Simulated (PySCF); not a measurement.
chloromethane (CH3Cl), SMILES CCl. Geometry: PBE-D3(BJ)/def2-TZVP.

Method: PBE-D3(BJ)/def2-TZVP in PySCF 2.14.0.

Harmonic wavenumbers (cm⁻¹): 716, 993, 993, 1329, 1431, 1431, 3002, 3100, 3100. Rotational constants (GHz): 155.1, 13.15, 13.15; symmetry number 3.

Problem. Work out the zero-point energy and the ideal-gas rigid-rotor harmonic-oscillator thermochemistry at 298.15 K and 1 atm.

Solution. ZPE = ½ Σ hcν = ½ × 16093 cm⁻¹ = 23.01 kcal/mol. H − E(el) = 25.51 kcal/mol. Entropy in cal/(mol K): translation 37.68, rotation 17.84, vibration 0.54, total 56.06. G − E(el) = 8.79 kcal/mol. Cp = 9.84 cal/(mol K).
